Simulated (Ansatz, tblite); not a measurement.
**The cluster SnF₂: rung by rung**

The task here is to estimate one member of a computed series from the others.

Computed with Ansatz 0.2.0, Gaussian basis. Level: as each input shows.

Plan: GFN1-xTB, GFN2-xTB, PBE-D4/def2-TZVP, r2SCAN-D4/def2-TZVP, B3LYP-D4/def2-TZVP, revPBE-D4/def2-TZVP, ωB97M-V/def2-TZVP, B2PLYP/def2-TZVP, CAM-B3LYP-D4/def2-TZVP, PBE-D4/def2-SVP, PBE0-D4/def2-SVP, PBE0-D4/def2-TZVPD, PBE-D4/def2-TZVPD, r2SCAN-D4/def2-TZVPD, CCSD(T)/def2-TZVPP, MP2/def2-TZVP, RPA/def2-TZVP, CCSD(T)/def2-TZVPD.

## The geometry

The singlet was relaxed beforehand with PBE-D4/def2-TZVP. At that level it is the lowest of the isomers that a small search found.

3 atoms, charge 0, spin multiplicity 1.

Bond lengths: Sn1–F2 1.961 Å, Sn1–F3 1.961 Å. Angles: F2–Sn1–F3 96.7°.

Sn takes a core potential in the def2 sets. No spin-orbit coupling is included.

PBE0-D4/def2-TZVP was run before; its log isn't repeated, and its numbers join the tables.

The first run:

Tight binding, by tblite at 300 K electronic temperature and without a spin-polarisation term:

```python
tblite.interface.Calculator('GFN1-xTB', numbers, positions, charge=0, uhf=0).singlepoint()
```

Tight binding, by tblite at 300 K electronic temperature and without a spin-polarisation term:

```python
tblite.interface.Calculator('GFN2-xTB', numbers, positions, charge=0, uhf=0).singlepoint()
```

start.molden holds the orbitals of an earlier run on this state, given as this run's starting guess.

in.yaml

```yaml
crystal:
  periodic: [false, false, false]
  atoms:
    - {symbol: Sn, position_ang: [0.227622, 0.833105, -0.093687]}
    - {symbol: F, position_ang: [1.270282, -0.823724, -0.211095]}
    - {symbol: F, position_ang: [-1.497904, -0.009390, 0.304782]}
basis:
  gaussian: {orbitals: def2-TZVP, initial_orbitals: start.molden}
hamiltonian: {xc: pbe, dispersion: d4}
scf: {omitted_lower_state_checks: [starts]}
output: {forces: true, orbitals: {seedname: orbitals}}
```

The run is started by

```console
$ ansatz run in.yaml --threads 4 --pin off --events-out ev --progress --plain --max-ram 3916MiB
```

Among the steps run: PBE-D4/def2-TZVP; r2SCAN-D4/def2-TZVP; B3LYP-D4/def2-TZVP; revPBE-D4/def2-TZVP; ωB97M-V/def2-TZVP; B2PLYP/def2-TZVP; CAM-B3LYP-D4/def2-TZVP; PBE-D4/def2-SVP; PBE0-D4/def2-SVP; PBE0-D4/def2-TZVPD; PBE-D4/def2-TZVPD; r2SCAN-D4/def2-TZVPD; CCSD(T)/def2-TZVPP; MP2/def2-TZVP; RPA/def2-TZVP; CCSD(T)/def2-TZVPD.

One of the session's tables, all rows but one given; the rest of the session is left out.

| level | HOMO (eV) | LUMO (eV) | gap (eV) |
| --- | --- | --- | --- |
| PBE-D4/def2-SVP | -7.18 | -3.31 | 3.87 |
| PBE-D4/def2-TZVP | -7.51 | -3.53 | 3.98 |
| PBE-D4/def2-TZVPD | -7.62 | -3.62 | 4.00 |
| revPBE-D4/def2-TZVP | -7.42 | -3.42 | 4.00 |
| r2SCAN-D4/def2-TZVP | -7.86 | -3.47 | 4.39 |
| r2SCAN-D4/def2-TZVPD | -7.92 | -3.51 | 4.41 |
| B3LYP-D4/def2-TZVP | -8.64 | -3.14 | 5.50 |
| PBE0-D4/def2-SVP | -8.53 | -2.69 | 5.84 |
| PBE0-D4/def2-TZVP | -8.79 | -2.87 | 5.92 |
| PBE0-D4/def2-TZVPD | -8.86 | -2.93 | 5.93 |
| CAM-B3LYP-D4/def2-TZVP | -10.16 | -1.98 | 8.19 |
| ωB97M-V/def2-TZVP | ? | ? | ? |

Estimate the missing values for ωB97M-V/def2-TZVP.

The run gave: HOMO (eV): -10.98; LUMO (eV): -1.07; gap (eV): 9.90. In the column «HOMO (eV)» it is the lowest.
